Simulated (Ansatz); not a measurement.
# CrF3: the cost of one run

Method: the settings change from run to run; program: Ansatz 0.2.0, Gaussian basis.

2 further runs of the same task are left out: 2 that didn't finish. Runs told in other sessions of the task aren't counted.

## (1) The relaxed structure

An earlier PBE-D4 in a triple-zeta def2 set relaxation fixed the geometry.

4 atoms, charge 0, spin multiplicity 2.

Atoms are counted from 1 here; the program's logs count them from 0.

Bond lengths: Cr1–F2 1.730 Å, Cr1–F3 1.730 Å, Cr1–F4 1.730 Å. Angles: F2–Cr1–F3 120.0°, F2–Cr1–F4 120.0°, F3–Cr1–F4 120.0°.

## (2) HF/def2-TZVPP

This run has restricted open-shell orbitals.

in.yaml reads:

```yaml
crystal:
  periodic: [false, false, false]
  atoms:
    - {symbol: Cr, position_ang: [-0.000124, -0.000058, 0.000075]}
    - {symbol: F, position_ang: [-0.770658, 1.548951, -0.019060]}
    - {symbol: F, position_ang: [0.957104, -0.473364, 1.361404]}
    - {symbol: F, position_ang: [-0.186312, -1.075529, -1.342409]}
basis:
  gaussian: {orbitals: def2-TZVPP}
magnetization: {spin_polarized: false, initial_magnetization: 1}
hamiltonian: {xc: {name: HF}}
output: {forces: true}
```

Run with:

```sh
$ ansatz run in.yaml --threads 4 --pin off --events-out ev --progress --plain --max-ram 3916MiB
```

**Question.** How long does this run take on 4 threads of Arm Neoverse V2, shared host, and how much memory does it need?

About 55 s, with a peak of 0.61 GiB.
